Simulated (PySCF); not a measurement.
C3H6O2S, SMILES C=CS(C)(=O)=O, point group C1.

Level: B3LYP/pcSseg-1 in PySCF (density fitting, grid level 2); geometry and Hessian at that level, cubic constants and property derivatives from steps of ±0.6 along each species' dimensionless normal coordinates, second-order vibrational perturbation theory. The parent has the commonest isotopes.

Equilibrium geometry (Å):

```csv
atom,x,y,z
C1,2.0239,-0.5026,-0.2999
C2,0.8468,-0.7073,0.2717
S3,-0.3194,0.6487,0.4769
C4,-1.6984,0.1930,-0.6020
O5,0.2958,1.8719,-0.0763
O6,-0.8094,0.5947,1.8681
H7,2.2862,0.4772,-0.6949
H8,2.7568,-1.3033,-0.3732
H9,0.5249,-1.6469,0.7153
H10,-1.3528,0.1687,-1.6374
H11,-2.0999,-0.7724,-0.2858
H12,-2.4497,0.9755,-0.4654
```

Give the equilibrium and ground-state rotational constants (MHz) of parent; ²H at 12.


```json
{"species": "parent", "Ae": "4336.3", "Be": "2426.1", "Ce": "2418.6", "A0": "4302.6", "B0": "2406.8", "C0": "2400.7", "Δ0 (u Å²)": "-116.921", "harmonic ZPE (cm⁻¹)": "19612"}
{"species": "²H at 12", "Ae": "4271.3", "Be": "2367.6", "Ce": "2346.5", "A0": "4238", "B0": "2351.1", "C0": "2327.4", "Δ0 (u Å²)": "-117.061", "harmonic ZPE (cm⁻¹)": "18924"}
```

Δ0 = Ic − Ia − Ib from the ground-state constants.

How is the parent's vibrational correction B0 − Be made up?


| axis | harmonic | Coriolis | cubic | total (MHz) |
| --- | --- | --- | --- | --- |
| a | 5.86 | -5.84 | -33.6 | -33.6 |
| b | 2.25 | -1.63 | -19.9 | -19.3 |
| c | 2.24 | -1.84 | -18.3 | -17.9 |

And its quartic centrifugal distortion constants from the harmonic force field?

Asymmetric top, A reduction, Ir representation: ΔJ = 0.365 kHz, ΔJK = 2.6 kHz, ΔK = -1.63 kHz, δJ = 0.00613 kHz, δK = 19.8 kHz.

A mode lies under 250 cm⁻¹, where this perturbation treatment is rough. Internal rotors are held in one well.
